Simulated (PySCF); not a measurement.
Reaction (SMILES): P (PH3) + H+ → [PH4+]
B3LYP-D3(BJ)/def2-TZVP geometries, fixed; electronic energies without zero-point terms; positive where energy is released.
Largest species:
```xyz
5

P      0.0000     0.0000     0.0000
H      0.0115     1.3163    -0.4706
H      1.1354    -0.6707    -0.4639
H     -1.1473    -0.6505    -0.4634
H      0.0003     0.0049     1.3979
```
Charge +1, spin multiplicity 1.

Effect of the SCF energy threshold at B3LYP/def2-SVP with PySCF, against the last row, where the proton affinity is 192.85 kcal/mol.

| setting | SCF cycles, largest species | largest shift of a total energy (mEh) | shift of the proton affinity (kcal/mol) |
|---|---|---|---|
| conv_tol: 1e-4 | 4 | 0.000 | 0.000 |
| conv_tol: 1e-5 | 5 | 0.000 | 0.000 |
| conv_tol: 1e-6 | 5 | 0.000 | 0.000 |
| conv_tol: 1e-7 | 5 | 0.000 | 0.000 |
| conv_tol: 1e-11 | 7 | 0.000 | 0.000 |

Within 0.02 kcal/mol in the proton affinity: conv_tol: 1e-4; conv_tol: 1e-5; conv_tol: 1e-6; conv_tol: 1e-7. The largest shift is 0.000 mEh in a total energy and 0.000 kcal/mol in the difference.
